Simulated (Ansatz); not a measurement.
## hcp against fcc along group 11 and 12

Theory: DFT, BLYP, plane waves (420 eV) with PAW, scalar-relativistic (Ansatz 0.2.0). The PAW files were generated under PBE, with cores re-solved for the functional.

Each structure is relaxed within its symmetry, in the lowest magnetic state of the tried starts. Differences under about 8 meV lie within the error of the k-point mesh. Some of these cells lie far above the measured volume under this functional.

```tsv
element	E(hcp) − E(fcc) (meV/atom)	V(hcp) (Å³/atom)	V(fcc) (Å³/atom)	state of hcp	state of fcc
Cu	8	12.73	12.68	spin not included	spin not included
Ag	0	19.36	19.30	spin not included	spin not included
Au	2	19.49	19.46	spin not included	spin not included
Cd	-9	26.67	26.46	spin not included	spin not included
```
